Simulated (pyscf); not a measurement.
Hydrogen abstraction: `[CH3][OH]` + `[CH3]` [doublet] → `[CH2][OH]` [doublet] + `[CH4]`

Gas phase, doublet surface, charge 0. Bonds broken: C1–H3. Bonds formed: H3–C7. PySCF, gas phase, ωB97X-D3(BJ)/def2-SVP geometries.

Transition state (Å):

```xyz
10

C     -1.7587    -0.3338     0.3032
O     -2.0927     0.7766     1.0625
H     -0.6253    -0.1528    -0.2898
H     -2.4737    -0.5780    -0.5052
H     -1.5974    -1.1972     0.9647
H     -2.3102     1.5013     0.4656
C      0.6400     0.1686    -0.8707
H      0.4189     0.5345    -1.8816
H      1.0355     0.9379    -0.1956
H      1.2112    -0.7681    -0.8563
```

One imaginary mode, 1657i cm⁻¹; descent along it reached the two sides named.

| bond | change | reactant side (Å) | saddle | product side |
|---|---|---|---|---|
| C1–H3 | breaks | 1.107 | 1.292 | 3.4 |
| H3–C7 | forms | 3.2 | 1.429 | 1.100 |

Electronic energies relative to the separated reactants (kcal/mol):

| level | barrier | reaction energy | reverse barrier |
|---|---|---|---|
| ωB97X-D3(BJ)/def2-TZVP | 11.1 | -10.7 | 21.8 |
| PBE/def2-TZVP | 4.5 | -12.0 | 16.5 |
| r²SCAN/def2-TZVP | 8.5 | -10.1 | 18.6 |
| B3LYP-D3(BJ)/def2-TZVP | 9.0 | -10.6 | 19.6 |
| PBE0-D3(BJ)/def2-TZVP | 8.3 | -10.5 | 18.9 |
| M06-2X/def2-TZVP | 12.4 | -9.6 | 22.0 |
| ωB97M-D3(BJ)/def2-TZVP | 12.2 | -10.4 | 22.6 |
| HF/def2-TZVP | 27.4 | -5.9 | 33.3 |

With ωB97M-D3(BJ)/def2-TZVP energies and thermal terms (ideal gas, 1 atm, RRHO with modes under 100 cm⁻¹ raised to 100, one conformer, R ln 2 for chiral ones without a mode under 150 cm⁻¹), in kcal/mol:

```
T (K)   ΔH‡   ΔG‡     ΔH    ΔG
-----  ----  ----  -----  ----
298    10.7  19.4   -9.8  -9.3
600    11.0  28.2   -9.9  -8.7
900    11.8  36.5  -10.0  -8.0
1200   12.7  44.6  -10.1  -7.4
```

This is the saddle that the search found; another between the same sides may lie lower. The angle at the transferred H is 174°.
